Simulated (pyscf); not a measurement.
PySCF, gas phase, ωB97X-D3(BJ)/def2-SVP geometries. MP2 and CC: frozen core, UHF for open shells. ΔMP2 is the change of the MP2 total energy from the triple- to the quadruple-zeta basis.

Q: For H₃Si–Cl + SiH₂ [singlet] → H₃Si–SiH₂–Cl, an insertion (singlet surface; Cl–Si broken, Si–Si, Cl–Si formed), PBE/def2-TZVP gives ΔE‡ = -11.4 kcal/mol and ΔE = -58.3 kcal/mol (zero: the separated reactants). In which direction and how far do r²SCAN/def2-TZVP, ωB97M-D3(BJ)/def2-TZVP, CCSD(T)/def2-TZVPP + ΔMP2(QZVPP) move these?

A: r²SCAN: ΔE‡ = -11.0 kcal/mol, ΔE = -61.6 kcal/mol; ωB97M-D3(BJ): ΔE‡ = -4.1 kcal/mol, ΔE = -53.7 kcal/mol; CCSD(T): ΔE‡ = -3.4 kcal/mol, ΔE = -55.5 kcal/mol. PBE's barrier lies under all of them, by 0.4 to 8.0 kcal/mol. Its reaction energy lies among theirs. On the reactant side the descent ends in an adduct with a Cl–Si contact, 13.2 kcal/mol under the separated species and 3.2 kcal/mol under the saddle at ωB97X-D3(BJ)/def2-TZVP. At PBE, r²SCAN, ωB97M-D3(BJ)/def2-TZVP, CCSD(T) the saddle lies under the separated reactants, which points to a path from their complex (located at ωB97X-D3(BJ) alone). What is counted as formed (Cl–Si) is already present as a longer contact in the reactant adduct; forming that adduct is a step of its own. At ωB97X-D3(BJ)/def2-TZVP the barrier from the zero used here is -10.1 kcal/mol. This is the saddle that the search found; another between the same sides may lie lower. The CCSD(T) − MP2 part came from Ansatz, without density fitting, on the same reference.
